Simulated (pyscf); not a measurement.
Structures and frequencies: ωB97X-D3(BJ)/def2-SVP in PySCF.

Q: For the elementary gas-phase step `[GeH4]` + `[GeH3]` [doublet] → `[GeH3][GeH3]` + `[H]` [doublet] (doublet surface; Ge–H broken, Ge–Ge formed), what barrier and reaction energy does ωB97M-D3(BJ)/def2-TZVP give, measured from the separated reactants?

A: ΔE‡ = 1.07 eV, ΔE = +0.79 eV. Zero-point energy shifts the barrier by -0.06 eV. It is a substitution at Ge, with an imaginary mode of 696i cm⁻¹. The same reactants have a lower exit, to GeH₃• + GeH₄ (barrier +0.32 eV at ωB97M-D3(BJ)/def2-TZVP, against +1.07 eV here). This is the saddle that the search found; another between the same sides may lie lower. The angle at the attacked Ge is 180°. Elements up to Kr have no core potential and no relativistic terms here.
